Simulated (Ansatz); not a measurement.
## Molecular dynamics, step by step

Si$_{2}$HCl, closed shell, BHLYP-D4/6-31G (Ansatz 0.2.0). Settings (timestep in fs, temperature in K; T counts 6 degrees of freedom):

```yaml
hamiltonian: {xc: {name: BHLYP}, dispersion: d4}
md: {n_steps: 80, timestep: 0.5, temperature: 300, ensemble: nvt_nose_hoover, seed: 305, initial_velocities: maxwell_boltzmann}
```

Start:

```xyz
4
angstrom
Si -0.6431 0.0558 -0.7354
Si 0.5831 -1.3690 0.3572
Cl 1.4557 0.1176 1.7214
H -1.3956 1.1957 -1.3432
```

```csv
step,time (fs),potential energy less the start (meV),kinetic energy (meV),T (K)
0,0.00,0.0,77.6,300
5,2.50,-12.1,90.0,348
10,5.00,-73.3,151.0,584
15,7.50,-148.4,225.5,872
20,10.00,-153.7,230.3,891
25,12.50,-175.8,250.9,970
30,15.00,-208.4,280.6,1085
35,17.50,-167.1,236.4,914
40,20.00,-133.1,199.3,771
45,22.50,-129.0,191.6,741
50,25.00,-80.6,140.2,542
55,27.50,-66.4,123.6,478
60,30.00,-115.4,169.4,655
65,32.50,-160.3,210.0,812
70,35.00,-222.2,266.2,1030
75,37.50,-327.3,362.1,1401
80,40.00,-383.6,405.8,1570
```

Step 5, positions (Å) and forces (eV/Å):

```
atom       x       y       z      Fx      Fy      Fz
 Si1  -0.642   0.063  -0.735   0.063   0.517   0.128
 Si2   0.582  -1.380   0.355   0.368  -2.063  -0.034
 Cl3   1.455   0.122   1.722   0.297   0.842   0.535
  H4  -1.402   1.134  -1.320  -0.729   0.704  -0.629
```

Step 15, positions (Å) and forces (eV/Å):

| atom | x | y | z | Fx | Fy | Fz |
| --- | --- | --- | --- | --- | --- | --- |
| Si1 | -0.639 | 0.081 | -0.733 | -0.451 | 0.978 | -0.360 |
| Si2 | 0.583 | -1.414 | 0.351 | 0.223 | -1.256 | 0.015 |
| Cl3 | 1.456 | 0.135 | 1.725 | 0.178 | 0.505 | 0.314 |
| H4 | -1.530 | 1.117 | -1.373 | 0.050 | -0.228 | 0.031 |

Step 40, positions (Å) and forces (eV/Å):

```json
{"atom": "Si1", "x": "-0.644", "y": "0.150", "z": "-0.741", "Fx": "1.216", "Fy": "-1.316", "Fz": "0.412"}
{"atom": "Si2", "x": "0.590", "y": "-1.527", "z": "0.341", "Fx": "-0.277", "Fy": "1.027", "Fz": "-0.028"}
{"atom": "Cl3", "x": "1.461", "y": "0.178", "z": "1.740", "Fx": "-0.153", "Fy": "-0.331", "Fz": "-0.175"}
{"atom": "H4", "x": "-1.731", "y": "0.864", "z": "-1.385", "Fx": "-0.786", "Fy": "0.619", "Fz": "-0.209"}
```

Last step (80):

```
4
angstrom
Si -0.6046 0.1883 -0.7663
Si 0.5787 -1.5977 0.3334
Cl 1.4494 0.2104 1.7428
H -2.1261 0.6119 -0.5728
```

The run took about 57 s on 2 CPU threads of an Arm Neoverse V2 (shared host).
